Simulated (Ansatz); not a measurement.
# AlHCl (sextet): wave-function methods side by side, cc-pVDZ

The task here is to estimate one member of a computed series from the others.

Method: cc-pVDZ, core rule «outside noble gas», up to 10 orbitals frozen; program: Ansatz 0.2.0, Gaussian basis.

To be run: UHF; CCSD(T) on ROHF; CCSD(T) on UHF; BCCD(T) on ROHF; CISD; CCSDT(Q) on ROHF; CCSDT(Q) on UHF; CCSDTQ on ROHF; CCSDTQ on UHF.

17 further runs of the same task are left out: 11 for a known fault of the program, 1 that didn't finish, 5 set aside as unsound or not needed.

### What is computed

The geometry is a PBE0/def2-TZVP stationary point (not a proven minimum) of the parent state, kept for this charge and spin.

3 atoms, charge 0, spin multiplicity 6.

Atoms are counted from 1 here; the program's logs count them from 0.

Bond lengths: Al1–Cl2 2.197 Å, Al1–H3 1.817 Å. Angles: Cl2–Al1–H3 63.0°.

The first run:

Input file in.yaml:

```yaml
crystal:
  periodic: [false, false, false]
  atoms:
    - {symbol: Al, position_ang: [0.000000, -0.050236, 1.239922]}
    - {symbol: Cl, position_ang: [0.000000, -0.006816, -0.956330]}
    - {symbol: H, position_ang: [0.000000, 1.584516, 0.446218]}
basis:
  gaussian: {orbitals: cc-pVDZ}
magnetization: {spin_polarized: true, initial_magnetization: 5}
hamiltonian: {xc: hf}
output: {orbitals: {seedname: orbitals}}
```

Run with:

```sh
ansatz run in.yaml --threads 1 --pin off --events-out ev --progress --plain --max-ram 4096MiB --backend cpu
```

Among the steps run: UHF; CCSD(T) on ROHF; CCSD(T) on UHF; BCCD(T) on ROHF; CISD; CCSDT(Q) on ROHF; CCSDT(Q) on UHF; CCSDTQ on ROHF; CCSDTQ on UHF.

One table of the session follows, with a row left open; its other results are not shown here.

```
   method  from UCCSDTQ (kJ/mol)
     ROHF                 +442.9
      UHF                 +428.8
     RMP2                  +71.9
     UMP2                  +73.1
     CISD                  +30.7
    RCCSD                  +10.4
    UCCSD                      ?
 RCCSD(T)                   +2.4
 UCCSD(T)                   +2.3
  BCCD(T)                   +2.4
   RCCSDT                   +0.8
   UCCSDT                   +0.7
RCCSDT(Q)                   +0.1
UCCSDT(Q)                   +0.1
  RCCSDTQ                   +0.1
  UCCSDTQ                      0
```

**Question.** Estimate the row for UCCSD.

As computed: from UCCSDTQ (kJ/mol): +10.0. In the column «from UCCSDTQ (kJ/mol)» it lies between BCCD(T) (+2.4) and RCCSD (+10.4).

Some runs used a GPU and others CPU threads alone; cost is compared among the CPU runs only.

Among the levels timed on like hardware, those that no quicker one beats, quickest first: CISD (3.7 s, +30.7 kJ/mol); BCCD(T) (3.9 s, +2.4 kJ/mol); UCCSD(T) (4.8 s, +2.3 kJ/mol); UCCSDT(Q) (13 s, +0.1 kJ/mol).

To keep in mind: Restricted and unrestricted rows rest on different reference determinants; where their highest levels disagree by more than a few hundredths of an eV, they describe different states and don't form one ladder.
